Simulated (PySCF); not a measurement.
NICS in isomers of C5H7P.

Definitions: NICS(0) = −σiso at the ring centroid; NICS(1) = −σiso and NICS(1)zz = −σzz at ±1 Å along the ring normal z. Level: GIAO PBE0/pcSseg-1 (PySCF, non-relativistic, gas phase) on the GFN2-xTB geometries, one conformer each. Atom numbers follow the mapped SMILES.

Question: Order these rings by mean NICS(1)zz, lowest (most negative) first (ppm).
A. ring P3–C4–C5–C6 in `[CH:1]#[C:2][P:3]1[CH2:4][CH2:5][CH2:6]1`
B. ring C2–C3–C4–C5–P6 in `[CH3:1][c:2]1[cH:3][cH:4][cH:5][pH:6]1`
C. ring C4–C5–C6 in `[CH2:1]=[C:2]=[P:3][CH:4]1[CH2:5][CH2:6]1`
D. ring C1–C2–P3–C4–C5–C6 in `[CH:1]1=[CH:2][PH:3][CH:4]=[CH:5][CH2:6]1`
E. ring C3–C4–C5–C6 in `[P:1]#[C:2][CH:3]1[CH2:4][CH2:5][CH2:6]1`
F. ring C1–C2–P3 in `[CH:1]1=[CH:2][P:3]1[CH:4]1[CH2:5][CH2:6]1`

Answer: C (-23.0), F (-15.9), B (-11.0), D (-2.9), E (4.4), A (6.9).

```csv
SMILES,ring,NICS(0),NICS(1),NICS(1)zz,HOMA,rms pucker (Å),ring atoms with four or more neighbours
C=C=PC1CC1,3-membered carbocycle; formal bonds all single,-43.9,-8.6,-23.0,–,0.00,3
C1=CP1C1CC1,"3-membered ring with P; formal bonds 1 double, 2 single",-23.1,-6.9,-15.9,-1.00,0.00,0
Cc1ccc[pH]1,5-membered ring with P; bonds drawn aromatic by RDKit's count,-3.8,-5.5,-11.0,0.04,0.04,0
C1=CPC=CC1,"6-membered ring with P; formal bonds 2 double, 4 single",-1.8,-3.1,-2.9,–,0.22,1
P#CC1CCC1,4-membered carbocycle; formal bonds all single,0.2,-0.3,4.4,–,0.07,4
C#CP1CCC1,4-membered ring with P; formal bonds all single,3.3,0.2,6.9,–,0.12,3
```

NICS(0) gives the same order. The isotropic NICS(1) gives the same order. HOMA uses Krygowski's 1993 parameters; it is left out where a ring has a four-coordinate atom, a triple bond, no multiple bond or a kind of bond without parameters. NICS(1) and NICS(1)zz are means over the two faces.
